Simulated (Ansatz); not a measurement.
Predict the output of the script below (the Ansatz DFT code, driven from Python).

Script `run_cas.py`:
```python
# -*- coding: utf-8 -*-
"""Static correlation in AlClH3N: natural occupations of an active space."""

import ansatz as az
from ase import Atoms

atoms = Atoms(["N", "Al", "Cl", "H", "H", "H"], positions=[
    (-0.9283, 0.0315, -0.6639),
    (0.4278, -0.134, 0.598),
    (1.4199, -2.0788, 0.7942),
    (-1.1971, 1.0885, -0.644),
    (-0.555, -0.0927, -1.6359),
    (0.8748, 1.1214, 1.5053),
])
molecule = az.Crystal.molecule_from_ase(atoms)

model = molecule.calculation().basis(gaussian="cc-pVDZ").correlation(active_electrons=4, active_orbitals=4)
for method in ["sc_nevpt2"]:
    summary = (model if method is None else model.correlation(method)).run().report
    space = summary["configurations"]
    state = space["states"][0]
    print(method or "casscf", f"total {summary['free_energy_ev'] / 27.211386246:.6f} Ha, active-space state {state['energy']['hartree']:.6f} Ha, mean field {summary['reference_energy_ev'] / 27.211386246:.6f} Ha")
    print("  determinants", state["n_determinants"], " natural occupations", [round(n, 3) for n in space["natural_occupations"]])
print("effectively unpaired electrons, sum of min(n, 2 - n):", round(sum(min(n, 2 - n) for n in space["natural_occupations"]), 3))
```

Running `python run_cas.py` prints:
```text
sc_nevpt2 total -758.075156 Ha, active-space state -757.751371 Ha, mean field -757.706329 Ha
  determinants 36  natural occupations [1.977, 1.974, 0.027, 0.023]
effectively unpaired electrons, sum of min(n, 2 - n): 0.1
```

Total energies depend on the basis set; only differences at equal settings carry meaning. The geometry is a force-field or estimated start, not a minimum of this method, and the basis set is short of its limit. The active space starts as a window about the frontier orbitals and is then optimised, not chosen by chemistry. Wall time of the script: 5.1 s on 1 thread of Arm Neoverse V1, on a shared host, peak memory 0.19 GiB.
